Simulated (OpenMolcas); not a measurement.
# S2F2 (Thio-thionyl fluoride), step by step

Aim: a single-point energy (UHF/STO-3G), then a single-point energy (CASSCF(2,2)/STO-3G), then a single-point energy (CASPT2(2,2)/STO-3G), then a single-point energy (SC-NEVPT2(2,2)/STO-3G), then the energy (MRCI(2,2)/STO-3G) of S2F2 (Thio-thionyl fluoride). 

Program for the calculation: OpenMolcas 26.06.

10 further runs of the same task are left out: 10 that didn't finish.

## Step 1: The system as given

S2F2 has 4 atoms, charge 0, and is taken as a singlet. As SMILES, `FS(F)=S`. The S2–F3 distance was set to 4.015 Å, away from the relaxed value. At this shape a bond of the SMILES string is far longer than usual.

Bond lengths: F1–S2 1.606 Å, S2–S4 1.859 Å. Angles: F1–S2–S4 107.9°.

## Step 2: The energy at UHF/STO-3G (run 1)

step1.input

```
* F2S2 Hartree-Fock

&GATEWAY
 BasLib=$CurrDir
 Coord
 4
 angstrom
 F       -0.456593       2.275341       1.989428
 S       -1.672413       1.848481       1.031108
 F        0.313460      -1.382440      -0.286190
 S       -1.759033       3.074261      -0.363212
 Basis=STO-3G
 Group=NoSym

&SEWARD

&SCF
 UHF
 Scramble=0.25
 PrOrbitals=1 1
```

The basis set STO-3G is read from a file made from the Basis Set Exchange's data (not shown).

The run is started by

```sh
$ export MOLCAS_MEM=1860
$ pymolcas step1.input > step1.log
```

Output:

```text
--- Start Module: gateway ---
[...]
--- Stop Module: gateway /rc=_RC_ALL_IS_WELL_ ---
--- Start Module: seward ---
[...]
      Basis functions           28
--- Stop Module: seward /rc=_RC_ALL_IS_WELL_ ---
--- Start Module: scf ---
[...]
       Convergence after 160 Iterations
[...]
::    Total SCF energy                               -982.3033509403
[...]
      Total spin, S                                     0.6190748125
[...]
      Total electronic charge=   50.000000
      Total            charge=   -0.000000
[...]
      Dipole Moment (debye):
      Origin of the operator (angstrom)=   -1.1029    1.7103    0.5269
                   X= -3.1175E-01               Y= -6.8953E-02               Z= -2.8989E-01           Total=  4.3125E-01
      Quadrupole Moment (debye*angstrom):
[...]
--- Stop Module: scf /rc=_RC_ALL_IS_WELL_ ---
[...]
```

Run time: 5.7 s. Hardware: 1 thread of Arm Neoverse V1, shared host; peak memory 0.37 GiB.

## Step 3: The energy at CASSCF(2,2)/STO-3G (run 2)

step2.inp

```
* F2S2 CASSCF

&GATEWAY
  BasLib=$CurrDir
  Coord
  4
  angstrom
  F       -0.456593       2.275341       1.989428
  S       -1.672413       1.848481       1.031108
  F        0.313460      -1.382440      -0.286190
  S       -1.759033       3.074261      -0.363212
  Basis=STO-3G
  Group=NoSym

&SEWARD

&RASSCF
  FileOrb=$CurrDir/step1.UnaOrb
  Spin=1
  Nactel=2 0 0
  Inactive=24
  Ras2=2
  OrbListing=Nothing
```

The basis set STO-3G is read from a file made from the Basis Set Exchange's data (not shown).

The run is started by

```sh
$ export MOLCAS_MEM=1860
$ pymolcas step2.inp > step2.log
```

Output:

```text
--- Start Module: gateway ---
[...]
--- Stop Module: gateway /rc=_RC_ALL_IS_WELL_ ---
--- Start Module: seward ---
[...]
      Basis functions           28
--- Stop Module: seward /rc=_RC_ALL_IS_WELL_ ---
--- Start Module: rasscf ---
[...]
      Number of active orbitals                  2
[...]
      Spin quantum number                      0.0
[...]
      Active orbitals                            2
[...]
      Number of CSFs                             3
[...]
      Number of root(s) required                 1
[...]
      Convergence after  7 iterations
[...]
      printout of CI-coefficients larger than  0.05 for root  1
      energy=    -982.302800
      conf/sym  11     Coeff  Weight
             1  20  -0.70779 0.50096
             3  02   0.70643 0.49904
      Natural orbitals and occupation numbers for root  1
      sym 1:   1.001922   0.998078
      ************************************************************************************************************************
      *                                                    Final results                                                     *
[...]
::    RASSCF root number  1 Total energy:   -982.30280017
[...]
      Total electronic charge=   50.000000
      Total            charge=   -0.000000
[...]
      Dipole Moment (debye):
      Origin of the operator (angstrom)=   -1.1029    1.7103    0.5269
                   X= -3.1194E-01               Y= -6.8666E-02               Z= -2.9018E-01           Total=  4.3154E-01
      Quadrupole Moment (debye*angstrom):
[...]
--- Stop Module: rasscf /rc=_RC_ALL_IS_WELL_ ---
[...]
```

Wall time 1.6 s (1 thread of Arm Neoverse V1, shared host); peak memory 0.37 GiB.

## Step 4: A single-point energy at CASPT2(2,2)/STO-3G (run 3)

step3.input

```
&GATEWAY
  BasLib=$CurrDir
  Coord
  4
  angstrom
  F       -0.456593       2.275341       1.989428
  S       -1.672413       1.848481       1.031108
  F        0.313460      -1.382440      -0.286190
  S       -1.759033       3.074261      -0.363212
  Basis=STO-3G
  Group=NoSym

&SEWARD

&RASSCF
  FileOrb=$CurrDir/step2.RasOrb
  Spin=1
  Nactel=2 0 0
  Inactive=24
  Ras2=2
  OrbListing=Nothing

&CASPT2
  Imaginary=0.1
  Frozen=12
```

The basis set STO-3G is read from a file made from the Basis Set Exchange's data (not shown).

The run is started by

```sh
$ export MOLCAS_MEM=1860
$ pymolcas step3.input > step3.log
```

Output:

```text
--- Start Module: gateway ---
[...]
--- Stop Module: gateway /rc=_RC_ALL_IS_WELL_ ---
[...]
      Basis functions           28
[...]
--- Start Module: rasscf ---
[...]
      Number of active orbitals                  2
[...]
      Spin quantum number                      0.0
[...]
      Active orbitals                            2
[...]
      Number of CSFs                             3
[...]
      Number of root(s) required                 1
[...]
      Convergence after  4 iterations
[...]
      printout of CI-coefficients larger than  0.05 for root  1
      energy=    -982.302800
      conf/sym  11     Coeff  Weight
             1  20  -0.70779 0.50096
             3  02   0.70643 0.49904
      Natural orbitals and occupation numbers for root  1
      sym 1:   1.001923   0.998077
      ************************************************************************************************************************
      *                                                    Final results                                                     *
[...]
::    RASSCF root number  1 Total energy:   -982.30280017
[...]
      Total electronic charge=   50.000000
      Total            charge=   -0.000000
[...]
      Dipole Moment (debye):
      Origin of the operator (angstrom)=   -1.1029    1.7103    0.5269
                   X= -3.1194E-01               Y= -6.8678E-02               Z= -2.9016E-01           Total=  4.3153E-01
      Quadrupole Moment (debye*angstrom):
[...]
--- Stop Module: rasscf /rc=_RC_ALL_IS_WELL_ ---
--- Start Module: caspt2 ---
[...]
 ###    WARNING: User changed nr of frozen orbitals.                         ###
 ###############################################################################
[...]
      E2 (Variational):          -0.0529110582
      Total energy:            -982.3557112290
[...]
      Reference weight:           0.97002
[...]
::    CASPT2 Root  1     Total energy:   -982.35571123
[...]
--- Stop Module: caspt2 /rc=_RC_ALL_IS_WELL_ ---
[...]
```

Run time: 1.7 s. Hardware: 1 thread of Arm Neoverse V1, shared host; peak memory 0.37 GiB.

## Step 5: The energy at SC-NEVPT2(2,2)/STO-3G (run 4)

step4.inp

```
&GATEWAY
 BASLIB = $CurrDir
 COORD
 4
 angstrom
 F       -0.456593       2.275341       1.989428
 S       -1.672413       1.848481       1.031108
 F        0.313460      -1.382440      -0.286190
 S       -1.759033       3.074261      -0.363212
 BASIS = STO-3G
 GROUP = NoSym

&SEWARD

&RASSCF
 FILEORB = $CurrDir/step2.RasOrb
 SPIN = 1
 NACTEL = 2 0 0
 INACTIVE = 24
 RAS2 = 2
 ORBLISTING = Nothing

&CASPT2
 SC-NEVPT2
 FROZEN = 12
```

The basis set STO-3G is read from a file made from the Basis Set Exchange's data (not shown).

The run is started by

```sh
$ export MOLCAS_MEM=1860
$ pymolcas step4.inp > step4.log
```

Output:

```text
--- Start Module: gateway ---
[...]
--- Stop Module: gateway /rc=_RC_ALL_IS_WELL_ ---
[...]
      Basis functions           28
[...]
--- Start Module: rasscf ---
[...]
      Number of active orbitals                  2
[...]
      Spin quantum number                      0.0
[...]
      Active orbitals                            2
[...]
      Number of CSFs                             3
[...]
      Number of root(s) required                 1
[...]
      Convergence after  4 iterations
[...]
      printout of CI-coefficients larger than  0.05 for root  1
      energy=    -982.302800
      conf/sym  11     Coeff  Weight
             1  20  -0.70779 0.50096
             3  02   0.70643 0.49904
      Natural orbitals and occupation numbers for root  1
      sym 1:   1.001923   0.998077
      ************************************************************************************************************************
      *                                                    Final results                                                     *
[...]
::    RASSCF root number  1 Total energy:   -982.30280017
[...]
      Total electronic charge=   50.000000
      Total            charge=   -0.000000
[...]
      Dipole Moment (debye):
      Origin of the operator (angstrom)=   -1.1029    1.7103    0.5269
                   X= -3.1194E-01               Y= -6.8678E-02               Z= -2.9016E-01           Total=  4.3153E-01
      Quadrupole Moment (debye*angstrom):
[...]
--- Stop Module: rasscf /rc=_RC_ALL_IS_WELL_ ---
--- Start Module: caspt2 ---
[...]
 ###    WARNING: User changed nr of frozen orbitals.                         ###
 ###############################################################################
[...]
      E2 (Variational):          -0.0521254706
[...]
      E2 (Variational):          -0.0521254576
      Total energy:            -982.3549256284
[...]
      Reference weight:           0.97087
[...]
::    SC-NEVPT2 Root  1     Total energy:   -982.35492563
[...]
--- Stop Module: caspt2 /rc=_RC_ALL_IS_WELL_ ---
[...]
```

Run time: 1.7 s. Hardware: 1 thread of Arm Neoverse V1, shared host; peak memory 0.37 GiB.

## Step 6: A single-point energy at MRCI(2,2)/STO-3G (run 5)

step5.inp

```
&GATEWAY
  BasLib=$CurrDir
  Coord
  4
  angstrom
  F       -0.456593       2.275341       1.989428
  S       -1.672413       1.848481       1.031108
  F        0.313460      -1.382440      -0.286190
  S       -1.759033       3.074261      -0.363212
  Basis=STO-3G
  Group=NoSym

&SEWARD

&RASSCF
  FileOrb=$CurrDir/step2.RasOrb
  Spin=1
  Nactel=2 0 0
  Inactive=24
  Ras2=2
  OrbListing=Nothing

&MOTRA
  LumOrb
  Frozen=12

&GUGA
  Electrons=26
  Spin=1
  Inactive=12
  Active=2
  CIAll=1

&MRCI
  SDCI
```

The basis set STO-3G is read from a file made from the Basis Set Exchange's data (not shown).

The run is started by

```sh
$ export MOLCAS_MEM=1860
$ pymolcas step5.inp > step5.log
```

Output:

```text
--- Start Module: gateway ---
[...]
--- Stop Module: gateway /rc=_RC_ALL_IS_WELL_ ---
[...]
      Basis functions           28
[...]
      Number of active orbitals                  2
[...]
      Spin quantum number                      0.0
[...]
      Active orbitals                            2
[...]
      Number of CSFs                             3
[...]
      Number of root(s) required                 1
[...]
      Convergence after  4 iterations
[...]
      printout of CI-coefficients larger than  0.05 for root  1
      energy=    -982.302800
      conf/sym  11     Coeff  Weight
             1  20  -0.70779 0.50096
             3  02   0.70643 0.49904
      Natural orbitals and occupation numbers for root  1
      sym 1:   1.001923   0.998077
      ************************************************************************************************************************
      *                                                    Final results                                                     *
[...]
::    RASSCF root number  1 Total energy:   -982.30280017
[...]
      Dipole Moment (debye):
      Origin of the operator (angstrom)=   -1.1029    1.7103    0.5269
                   X= -3.1194E-01               Y= -6.8678E-02               Z= -2.9016E-01           Total=  4.3153E-01
      Quadrupole Moment (debye*angstrom):
[...]
      *** WARNING: Default frozen orbitals is overwritten by user input.
      *** Default values:  12
[...]
--- Start Module: guga ---
[...]
--- Stop Module: guga /rc=_RC_ALL_IS_WELL_ ---
--- Start Module: mrci ---
[...]
       (But an ACPF correction will be computed)
       USE THE DEFAULT ACPF G-VALUE GFAC=   7.6923076923076927E-002
[...]
                      CI ENERGY:  -982.37474926
[...]
                ACPF CORRECTION:    -0.00533579
[...]
      Total electronic charge=   50.000000
      Total            charge=   -0.000000
[...]
     ACPF CORRECTION:     -0.00533579
[...]
  CI State   1     Total energy:   -982.37474926     QDav:     -0.00581638     QACPF:     -0.00533579
[...]
--- Stop Module: mrci /rc=_RC_ALL_IS_WELL_ ---
[...]
```

It took 2.2 s on 1 thread of Arm Neoverse V1, shared host; peak memory 0.37 GiB.

## Step 7: Outcome

```
                                                    quantity          value
                             run 1, UHF/STO-3G: total energy  -982.30335 Eh
                            run 1, UHF/STO-3G: dipole moment         0.43 D
                              run 1, UHF/STO-3G: HOMO energy       -6.63 eV
                              run 1, UHF/STO-3G: LUMO energy        5.40 eV
                            run 1, UHF/STO-3G: HOMO–LUMO gap       12.03 eV
                                     run 1, UHF/STO-3G: ⟨S²⟩          1.002
                     run 2, CASSCF(2,2)/STO-3G: total energy  -982.30280 Eh
   run 2, CASSCF(2,2)/STO-3G: dipole moment (CASSCF density)         0.43 D
                     run 3, CASPT2(2,2)/STO-3G: total energy  -982.35571 Eh
   run 3, CASPT2(2,2)/STO-3G: dipole moment (CASSCF density)         0.43 D
                  run 4, SC-NEVPT2(2,2)/STO-3G: total energy  -982.35493 Eh
run 4, SC-NEVPT2(2,2)/STO-3G: dipole moment (CASSCF density)         0.43 D
                       run 5, MRCI(2,2)/STO-3G: total energy  -982.37475 Eh
     run 5, MRCI(2,2)/STO-3G: dipole moment (CASSCF density)         0.43 D
```

In words: ⟨S²⟩ (run 1, UHF/STO-3G) is 1.00 where a pure singlet has 0.00: the reference is spin-contaminated. Mulliken charges (run 1, UHF/STO-3G) run from -0.21 on F1 to +0.22 on S2. Mulliken charges (run 2, CASSCF(2,2)/STO-3G) run from -0.21 on F1 to +0.22 on S2; they depend strongly on the basis. Mulliken charges (run 3, CASPT2(2,2)/STO-3G) of the CASSCF density run from -0.21 on F1 to +0.22 on S2. Mulliken charges (run 5, MRCI(2,2)/STO-3G) of the CASSCF density run from -0.21 on F1 to +0.22 on S2; they depend strongly on the basis.
